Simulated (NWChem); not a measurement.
Correlation energy of P (-1)

```xyz
1

P      0.0000     0.0000     0.0000
```
Charge -1, spin multiplicity 3.

Program: NWChem.

Basis set: def2-SVPD. Each correlation energy counts from its own Hartree-Fock reference.

The correlated methods keep 5 core orbitals frozen. No SCF solution was tested for a lower state. Open-shell Hartree-Fock references start from PBE0 orbitals. Coupled-cluster values serve here as a point of comparison, not as the truth.

Question: For the correlation energy, CCSD[T] on UHF gives -106.1 mHa and CCSDT on ROHF gives -110.9 mHa. What do CCSD on UHF, CCSD[T] on ROHF give?

Answer: CCSD on UHF: -103.7 mHa; CCSD[T] on ROHF: -110.4 mHa.
